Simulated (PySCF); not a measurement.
Z-matrix (Å, degrees):
```
Cl
```
Charge 0, spin multiplicity 2.

Q: Estimate the dipole moment, total energy and highest occupied spin orbital that TPSSh-D3(BJ)/def2-TZVP run with PySCF returns for this input.

A: 
- dipole moment: 0.00 D
- total energy: -12521.71 eV
- highest occupied spin orbital: -8.78 eV
